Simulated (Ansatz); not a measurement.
## Phonon frequency of some phosphides, arsenides and antimonides, all zinc-blende

Method: r²SCAN (Ansatz, a first-principles code, PAW). References are measured values at room or unstated temperature, uncorrected unless marked, so that the deviations hold thermal and zero-point effects besides the level's error. The table is a random draw of 10 from 24 values with such references.

Values in cm⁻¹.

```json
[
 {"solid": "zinc-blende GaSb (X LO)", "reference": "212", "r²SCAN": "207", "deviation (%)": "-2.4"},
 {"solid": "zinc-blende InP (X LO)", "reference": "332", "r²SCAN": "324", "deviation (%)": "-2.4"},
 {"solid": "zinc-blende InP (X TO)", "reference": "324", "r²SCAN": "314", "deviation (%)": "-3.1"},
 {"solid": "zinc-blende GaAs (X LA)", "reference": "225", "r²SCAN": "222", "deviation (%)": "-1.3"},
 {"solid": "zinc-blende GaAs (L LO)", "reference": "242", "r²SCAN": "235", "deviation (%)": "-2.9"},
 {"solid": "zinc-blende GaSb (L LA)", "reference": "153", "r²SCAN": "156", "deviation (%)": "+2.0"},
 {"solid": "zinc-blende GaSb (L LO)", "reference": "205", "r²SCAN": "199", "deviation (%)": "-2.9"},
 {"solid": "zinc-blende InP (L LA)", "reference": "167", "r²SCAN": "165", "deviation (%)": "-1.2"},
 {"solid": "zinc-blende GaSb (X LA)", "reference": "166", "r²SCAN": "160", "deviation (%)": "-3.6"},
 {"solid": "zinc-blende GaSb (X TA)", "reference": "57", "r²SCAN": "59", "deviation (%)": "+3.5"}
]
```

Over these 10 values the mean deviation is -1.4 %, the mean absolute deviation 2.5 % (median 2.7 %), and the worst case zinc-blende GaSb (X LA) at -3.6 %; the value is too low in 8 of 10 cases. Over all 24, from unrounded values, the mean deviation is -1.5 % and the mean absolute deviation 2.4 % (median 2.4 %).

Spin–orbit coupling is left out, also for the solids with elements from indium on (zinc-blende GaSb, zinc-blende InP); its size isn't shown.

Differences are worked out from the printed values.

Each level is taken at its own relaxed cell. Ansatz's density-functional and Hartree–Fock values are scalar-relativistic unless marked +SOC, with PAW data made under PBE.

Not in this set, of the phosphides, arsenides and antimonides with a reference value in our tables and a result at some level: 8 for no value at r²SCAN (not run, a failed fit, an unstable or unbound cell, or a value held back for tests); 4 for a reference of another kind, counted apart. These can be a level's best or worst cases. At least 8 more with a reference value are held back for tests. Solids without a released value at any level aren't counted. Layered and molecular crystals are counted apart.

References as tabulated in Giannozzi et al., Phys. Rev. B (1991); Ioffe Institute, NSM Archive: InP, mechanic properties page; Ioffe Institute, NSM Archive: GaSb, mechanic properties page.
